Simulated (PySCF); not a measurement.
The isolated species `p12p3p2p13` is ionised with synchrotron light (hν = 2200.0 eV). Calculated photoelectron kinetic energies of its computed core levels, recoil neglected:

```tsv
line	kinetic energy (eV)
1	2063.38
2	2062.50
3	49.80
```

Computed, not measured: delta-SCF UKS SCAN, pcX-2 on the ionised atom, pcseg-1 elsewhere, spin-free X2C in PySCF.

Problem. Convert to binding energies and name the level and atom behind each line. Numbering: `[p:1]12[p:2]3[p:3]1[p:4]23`.

Solution. Against the vacuum level, binding energy = hν − kinetic energy.

| line | binding energy (eV) | level | atoms | environment |
| --- | --- | --- | --- | --- |
| 1 | 136.62 | P 2p3/2 | P1/P2/P3/P4 | ring phosphorus |
| 2 | 137.50 | P 2p1/2 | P1/P2/P3/P4 | ring phosphorus |
| 3 | 2150.20 | P 1s | P1/P2/P3/P4 | ring phosphorus |

Problem. Where does line 1 move with hν = 1486.6 eV?

Solution. To 1486.6 − 136.62 = 1349.98 eV; every photoline shifts by the change in photon energy, -713.4 eV.

Problem. Express the binding energy of P 1s of P1/P2/P3/P4 in atomic units and per mole.

Solution. 2150.20 eV = 79.0184 Eh = 207463 kJ/mol.

Other core shells, valence and Auger electrons aren't listed. The first atom of each set that the bonding makes equivalent was ionised and stands for the set. The 2p values add to the ΔSCF energy of one spin-free hole a correction within the shell (spin–orbit coupling, ligand field). 2p1/2 minus 2p3/2 (ligand field included): P 0.89 eV. Geometry: PBE0-D3(BJ)/def2-SVP; no solvent, vibrations or thermal averaging.
